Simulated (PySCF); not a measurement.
Nitric acid, HNO3.
Atom-mapped SMILES: `[O:1]=[N+:2]([O-:3])[OH:4]` (hydrogens: H5 on O4)

Structure used (PBE0-D3(BJ)/def2-SVP), in Å, numbered top down from 1:
```
atom  x, y, z in Å
O1     0.0051    0.7550   -1.0335
N2    -0.0979   -0.2366   -0.3650
O3    -0.3809   -1.3443   -0.6817
O4     0.1478   -0.0770    0.9807
H5     0.3578    0.8684    1.0647
```

Computed with PySCF at CAM-B3LYP/def2-SVPD, non-relativistic, on one gas-phase PBE0-D3(BJ)/def2-SVP geometry that isn't relaxed in the solvent. The solvent is an IEF-PCM continuum (Bondi radii, 1.10 Å for H, scaled by 1.2). Specific hydrogen bonds and non-electrostatic terms are outside this model.

Gas phase at CAM-B3LYP/def2-SVPD: HOMO -11.24 eV, LUMO -1.08 eV, dipole 2.47 D.

Question: What does the continuum do to the energy, the frontier levels and the dipole at CAM-B3LYP/def2-SVPD in benzene and methanol?

Answer: 
```
 solvent      ε  E(solvent) − E(gas) (kcal/mol)  polarisation term (kcal/mol)  distortion of the solute (kcal/mol)  HOMO (eV)  LUMO (eV)  dipole (D)
 benzene  2.271                           -2.87                         -3.07                                 0.20     -11.20      -1.03        2.76
methanol  32.61                           -6.38                         -7.38                                 1.00     -11.17      -0.99        3.13
```

The first energy column is the sum of the next two and covers electrostatics alone. From benzene to methanol the lowering changes by a factor 2.22, Onsager's factor (ε − 1)/(2ε + 1) by 2.08 and ε itself by 14.4.

Question: Which radius a makes the point-dipole formula ΔE = −[(ε − 1)/(2ε + 1)]·μ²/a³ give the value in methanol, with the gas-phase dipole?

Answer: μ = 0.973 au and |ΔE| = 0.01017 Eh give a = 1.87 Å; the farthest nucleus lies 1.55 Å from the centroid of the nuclei. The formula assumes a rigid point dipole at the centre of a sphere.

Question: Give the dipole vector in the frame of the coordinates (D, pointing from negative to positive charge), gas and methanol.

Answer: Gas (0.62, 1.68, 1.70), solvent (0.79, 2.17, 2.12). Its length changes by +27 % and its direction by less than 1°.

Question: How does the static polarisability (CAM-B3LYP/def2-SVPD, frozen core, with the continuum's full static response) change?

Answer: 
```
  medium  isotropic (au)  principal values (au)  ⟨r²⟩ of the electrons (bohr²)
     gas            25.1       16.2, 27.3, 31.8                          195.4
 benzene            27.9       17.6, 30.4, 35.8                          195.5
methanol            31.6       19.6, 34.4, 40.9                          195.6
```

The isotropic value in methanol is 1.26 times the gas-phase one; no cavity-field correction is applied. ⟨r²⟩ is taken about the centre of nuclear charge.
